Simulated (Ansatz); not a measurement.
```xyz
18

C     1.4577    0.0000    0.2269
C     0.7289    1.2624   -0.2269
C    -0.7289    1.2624    0.2269
C    -1.4577    0.0000   -0.2269
C    -0.7289   -1.2624    0.2269
C     0.7289   -1.2624   -0.2269
H     1.5279    0.0000    1.3304
H     2.4949    0.0000   -0.1469
H     0.7640    1.3232   -1.3304
H     1.2475    2.1607    0.1469
H    -1.2475    2.1607   -0.1469
H    -0.7640    1.3232    1.3304
H    -1.5279    0.0000   -1.3304
H    -2.4949    0.0000    0.1469
H    -1.2475   -2.1607   -0.1469
H    -0.7640   -1.3232    1.3304
H     1.2475   -2.1607    0.1469
H     0.7640   -1.3232   -1.3304
```

RHF on singlet C₆H₁₂ was run in several spherical basis sets with Ansatz (development build ahead of 0.2.0).

**Question.** Rank the basis sets by the total energy that they give, lowest first, with the distance from the lowest.
A. 6-31G(d)
B. cc-pVDZ
C. def2-SVP

**Answer.** B (0.00 eV), A (0.50 eV), C (4.96 eV).

Totals follow the description of the cores as much as that of the bonds, so this order isn't one of quality for chemistry.
